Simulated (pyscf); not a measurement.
# Four-centre exchange: H₂B–NH₂ (SMILES BN) + HCl (SMILES Cl) → H₂B–NH₂ (SMILES BN) + HCl (SMILES Cl)

Gas phase, singlet surface, charge 0. Bonds broken: B1–H8, H3–Cl7. Bonds formed: B1–H3, Cl7–H8. Single points on ωB97X-D3(BJ)/def2-SVP structures (PySCF, gas phase). MP2 and CC: frozen core, UHF for open shells. ΔMP2 is the change of the MP2 total energy from the triple- to the quadruple-zeta basis.

Transition state (Å):

```xyz
8

B     -0.4258     0.5529    -0.0198
N      0.7202    -0.1630     0.0874
H     -1.3990    -0.4674     0.2384
H     -0.7419     1.6046    -0.4884
H      1.6380     0.0993    -0.2546
H      0.6015    -1.0773     0.5830
Cl    -1.0696    -2.1313     1.5059
H     -1.2355    -0.0925     0.9742
```

One imaginary mode, 1553i cm⁻¹; descent along it reached the two sides named.

```csv
bond,change,reactant side (Å),saddle,product side
B1–H8,breaks,1.217,1.435,2.8
H3–Cl7,breaks,1.289,2.117,3.2
B1–H3,forms,2.8,1.433,1.217
Cl7–H8,forms,3.2,2.114,1.289
```

Electronic energies relative to the separated reactants (eV):

| level | barrier | reaction energy | reverse barrier |
|---|---|---|---|
| ωB97X-D3(BJ)/def2-TZVP | 2.33 | 0.00 | 2.33 |
| PBE/def2-TZVP | 1.94 | 0.00 | 1.94 |
| r²SCAN/def2-TZVP | 2.06 | 0.00 | 2.06 |
| B3LYP-D3(BJ)/def2-TZVP | 2.16 | 0.00 | 2.16 |
| PBE0-D3(BJ)/def2-TZVP | 2.11 | 0.00 | 2.11 |
| M06-2X/def2-TZVP | 2.27 | 0.00 | 2.27 |
| ωB97M-D3(BJ)/def2-TZVP | 2.30 | 0.00 | 2.30 |
| HF/def2-TZVP | 2.98 | 0.00 | 2.98 |
| MP2/def2-QZVPP | 2.25 | 0.00 | 2.25 |
| CCSD/def2-TZVPP | 2.54 | 0.00 | 2.54 |
| CCSD(T)/def2-TZVPP | 2.42 | 0.00 | 2.42 |
| CCSD(T)/def2-TZVPP + ΔMP2(QZVPP) | 2.32 | 0.00 | 2.32 |

With CCSD(T)/def2-TZVPP + ΔMP2(QZVPP) energies and thermal terms (ideal gas, 1 atm, RRHO with modes under 100 cm⁻¹ raised to 100, one conformer, R ln 2 for rigid chiral ones), in eV:

```tsv
T (K)	ΔH‡	ΔG‡	ΔH	ΔG
298	2.32	2.71	0.00	0.00
600	2.31	3.11	0.00	0.00
900	2.32	3.50	0.00	0.00
1200	2.34	3.89	0.00	0.00
```

The same reactants have a lower exit, to H₂B–Cl + NH₃ (barrier +0.62 eV at ωB97M-D3(BJ), against +2.30 eV here). Another saddle between the same species, by other bonds, lies lower (1.39 eV against 2.30 eV at ωB97M-D3(BJ)). The CCSD(T) − MP2 part came from Ansatz, without density fitting, on the same reference.
